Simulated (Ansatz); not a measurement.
A relaxed structure of Ir. All values below come from PBEsol (plane waves to 420 eV, PAW, scalar-relativistic; Ansatz, a program for electronic structure).

```
CELL_PARAMETERS angstrom
      0.00000     1.91524     1.91524
      1.91524     0.00000     1.91524
      1.91524     1.91524     0.00000
ATOMIC_POSITIONS crystal
  Ir 0.00000 0.00000 0.00000
```

Problem. Determine the symmetry and give the standard cell with its independent sites.

Solution. Space group Fm-3m (No. 225); a = 3.830 Å, b = 3.830 Å, c = 3.830 Å, α = 90.00°, β = 90.00°, γ = 90.00°

| atom | site | symmetry | x | y | z |
|---|---|---|---|---|---|
| Ir | 4a | m-3m | 0.0000 | 0.0000 | 0.0000 |

This is the fcc (Cu type).

Problem. Give the shortest distances between elements (the closest pairs, up to four, under 3.6 Å).

Solution. Ir–Ir 2.71 Å.

The volume per atom comes out as 14.05 Å³ and the band gap is zero (metallic).

No spin polarisation in the result.

Measured for Ir: a 3.831 Å (static lattice; corrected from measurement; as listed in Daniel Mejia-Rodriguez, S. B. Trickey, Phys. Rev. B (2018)). Computed minus measured — a: PBEsol 0.0 %. The computed values are for a static lattice.

It was reached from a disturbed copy of a I4₁/amd (No. 141) cell (AFLOW prototype A_tI4_141_a (A5, as in Sn)), against which it lies -0.75 eV/atom.
